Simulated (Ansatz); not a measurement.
# MgHF (triplet): wave-function methods side by side, 6-31G

One table from this session's results is given with a row withheld; the runs are named, their logs left out.

The runs use Ansatz 0.2.0, Gaussian basis; 6-31G, core rule «outside noble gas», up to 6 orbitals frozen.

To be run: UHF; CCSD(T) on ROHF; CCSD(T) on UHF; BCCD(T) on ROHF; CISD as a restricted active space (open shells left free, so some higher excitations enter); CCSDT(Q) on ROHF; CCSDT(Q) on UHF; CISDTQ; CCSDTQ on ROHF; CCSDTQ on UHF.

18 further runs of the same task are left out: 7 for a known fault of the program, 5 that didn't finish, 6 set aside as unsound or not needed. Runs told in other sessions of the task aren't counted.

### The geometry

The geometry is a PBE0/def2-TZVP stationary point (not a proven minimum) of the parent state, kept for this charge and spin.

3 atoms, charge 0, spin multiplicity 3.

Atoms are counted from 1 here; the program's logs count them from 0.

Bond lengths: F1–Mg2 1.756 Å, Mg2–H3 1.688 Å. Angles: F1–Mg2–H3 180.0°.

Set-up of the first run:

Input file in.yaml:

```yaml
crystal:
  periodic: [false, false, false]
  atoms:
    - {symbol: F, position_ang: [0.000000, 0.000000, 1.733100]}
    - {symbol: Mg, position_ang: [0.000000, 0.000000, -0.022700]}
    - {symbol: H, position_ang: [0.000000, 0.000000, -1.710400]}
basis:
  gaussian: {orbitals: 6-31G}
magnetization: {spin_polarized: true, initial_magnetization: 2}
hamiltonian: {xc: hf}
output: {orbitals: {seedname: orbitals}}
```

Run with:

```bash
$ ansatz run in.yaml --threads 1 --pin off --events-out ev --progress --plain --max-ram 2393MiB
```

Among the steps run: UHF; CCSD(T) on ROHF; CCSD(T) on UHF; BCCD(T) on ROHF; CISD as a restricted active space (open shells left free, so some higher excitations enter); CCSDT(Q) on ROHF; CCSDT(Q) on UHF; CISDTQ; CCSDTQ on ROHF; CCSDTQ on UHF.

One table of the session follows, with a row left open; its other results are not shown here.

It belongs to the step «Misses and costs». 

```
   method  from UCCSDTQ (kJ/mol)
     ROHF                 +372.5
      UHF                 +371.3
     RMP2                  +11.0
     UMP2                   +9.9
     CISD                  +22.5
    RCCSD                   +8.5
    UCCSD                   +8.6
 RCCSD(T)                   +2.0
 UCCSD(T)                   +2.0
  BCCD(T)                   +1.4
   RCCSDT                   +0.9
   UCCSDT                   +0.8
   CISDTQ                   +1.0
RCCSDT(Q)                      ?
UCCSDT(Q)                   -0.5
  RCCSDTQ                   +0.1
  UCCSDTQ                      0
```

Estimate the missing values for RCCSDT(Q).

As computed: from UCCSDTQ (kJ/mol): +0.2. In the column «from UCCSDTQ (kJ/mol)» it lies between RCCSDTQ (+0.1) and UCCSDT (+0.8).

To keep in mind: Restricted and unrestricted rows rest on different reference determinants; a gap between their highest levels can come from leftover correlation error, from unlike frozen cores or from another state.
